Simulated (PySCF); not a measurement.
Spin states of AlCl⁺

Unrestricted PBE0; basis Al def2-SVP, Cl def2-SVP; no relativity; PySCF 2.14. Outer shells of the fragments: Al+ 3s2; Cl 3s2 3p5.

Followed along the bond (rough minima from three points):

| 2Ms+1 | unpaired | ⟨S²⟩ at the start | R at minimum (Å) | Te (eV) |
| --- | --- | --- | --- | --- |
| 2 | σ ↑ | 0.76 | 2.04 | 0.00 |
| 4 | σ ↑, π ↑↑ | 3.75 | none in the scan | ≤ 5.14 |

Solutions found at the starting distance of 2.265 Å, counted from the lowest of them; the search is not exhaustive and high or unbound solutions are not listed, so other states can lie among these:

```csv
2Ms+1,unpaired,term,E (eV),⟨S²⟩,⟨Lz²⟩,μ (D)
2,σ ↑,²Σ⁺,0.00,0.76,0.00,-6.84
2,π ↑,²Π,1.90,0.75,1.01,-1.58
2,π ↑,²Π,4.40,0.84,1.00,-6.78
4,"σ ↑, π ↑↑",mixed,4.90,3.75,2.01,-1.82
4,"σ ↑, π ↑↑",mixed,5.06,3.75,2.01,-1.81
4,"σ ↑↑, π ↑",⁴Π,6.74,3.75,1.00,-2.55
4,"σ ↑↑, π ↑",⁴Π,7.15,3.75,1.01,-1.50
4,σ ↑↑↑,⁴Σ⁺,8.88,3.75,0.00,-2.14
```

A term symbol is given only where ⟨S²⟩ and ⟨Lz²⟩ are close to those of a pure state; real π, δ and φ orbitals otherwise mix terms. A positive dipole points towards Cl; it is taken about the centre of mass and depends on that origin.

Counting both spins, an empty level lies below a filled one in some of these solutions, because spin and occupation are held.
